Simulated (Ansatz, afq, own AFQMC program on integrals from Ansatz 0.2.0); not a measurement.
Integrals from Ansatz 0.2.0, then the random walk in our own AFQMC program (afq).

```yaml
crystal:
  periodic: [false, false, false]
  atoms:
    - {symbol: Ti, position_ang: [0.000000, 0.000000, 0.000000]}
basis:
  gaussian: {orbitals: def2-TZVPP}
magnetization: {spin_polarized: true, initial_magnetization: 2}
correlation: {method: ccsd_t, electrons: outside_noble_gas, hamiltonian_folder: ham}
```

```sh
$ ansatz run in.yaml --threads 1 --pin off --events-out ev --progress --plain --max-ram 24576MiB --backend cuda --devices 0, --max-vram 18GiB
```

afq runs on the folder ham with

```
--method phaseless --trial hf --walkers 4000 --populations 20 --least-time 40 --time-step 0.005 --steps-per-block 20 --equilibration-blocks 160 --max-blocks 4000 --target-error 0.0006000 --factor-cut 1e-05 --start spin_pure --seed 6853 --taylor-order 6
```

Times are imaginary, in 1/Eh. The walk had a cap of 92 s. With eight or more populations the least sampling time is a fifth of least-time, and the error comes from their spread.

Output of the walk:

```
orbitals 55  electrons 3 1  factors 402 of 434
reference energy -848.39720748 Eh
CCSD correlation -0.05202084 Eh in 12 cycles, weight of the determinant in the CISD state 0.9156
energy of the start -848.397245 Eh
 block  time / (1/Eh)  mean weight  energy / Eh
     1     0.100  1.0000  -848.403675
     2     0.200  1.0002  -848.408379
     3     0.300  1.0003  -848.412170
     4     0.400  1.0002  -848.415492
     5     0.500  1.0002  -848.418365
     9     0.900  1.0000  -848.425955
    25     2.500  1.0000  -848.439432
    49     4.900  1.0000  -848.447231
    73     7.300  0.9999  -848.449793
    85     8.500  1.0000  -848.454121
    97     9.700  1.0002  -848.449785
   121    12.100  1.0002  -848.449320
   145    14.500  1.0002  -848.446795
   169    16.900  0.9996  -848.447419
   193    19.300  1.0000  -848.447017
   217    21.700  0.9999  -848.445979
   235    23.500  0.9999  -848.446744
error from the spread of 20 populations
energy -848.447130 +/- 0.000555 Eh
(rows thinned)
```

The run passed its tests (sampling time, drift between the halves within three errors, error under three times the target), which doesn't prove that it has relaxed.

Against this walk (error 15.1 meV) on the same determinant: CCSD(T) 104.9 meV lower, CCSDT(Q) 123.9 meV lower, full CI for this spin (own frozen core, lowest symmetry allowed) 14.5 meV lower (within the noise), a separate phaseless walk with a CISD trial and standard settings 106.5 ± 15.1 meV lower. The error is statistical and leaves out the bias of the constraint. CCSDT(Q) is the surest value here, so the walk's 124 meV above it is most likely the bias of the constraint with this trial, which can have either sign.

Cautions: constraint bias not in the error; no relativity below Rb; outer-core shells of the metal frozen.

The walk took 20 s on 2 threads of a server CPU with a shared H100 80 GB, shared host (the card was shared). The log's last line is the phaseless energy.

CCSDT and higher add their correlation energy to the determinant of the CCSD(T) run, since their own runs factorise the integrals more tightly (a shift of under 2 meV). A walk keeps the symmetry of its determinant, which the program's search chose and which needn't be the lowest solution, so a lower state of the same spin and another symmetry isn't excluded.
